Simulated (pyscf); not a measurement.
Thermochemistry of product channels of F–GeH₂–F + H₂O on the singlet surface, in kcal/mol, from ωB97M-D3(BJ)/def2-TZVP energies (ideal gas, 1 atm, RRHO with modes under 100 cm⁻¹ raised to 100, one conformer, R ln 2 for chiral ones without a mode under 150 cm⁻¹). Single points on ωB97X-D3(BJ)/def2-SVP structures (PySCF, gas phase).

```
products            ΔE  ΔH(298 K)  ΔG(600 K)  ΔG(1200 K)
----------------  ----  ---------  ---------  ----------
HF + HO–GeH₂–F    +7.2       +6.8       +6.0        +4.4
HO–GeH(F)–F + H₂     …      -10.4       -7.7        -6.9
```

Fill in the missing entries.


- HO–GeH(F)–F + H₂, ΔE: -7.5

These are energies of the channels, which say nothing of barriers. Elements up to Kr have no core potential and no relativistic terms here.
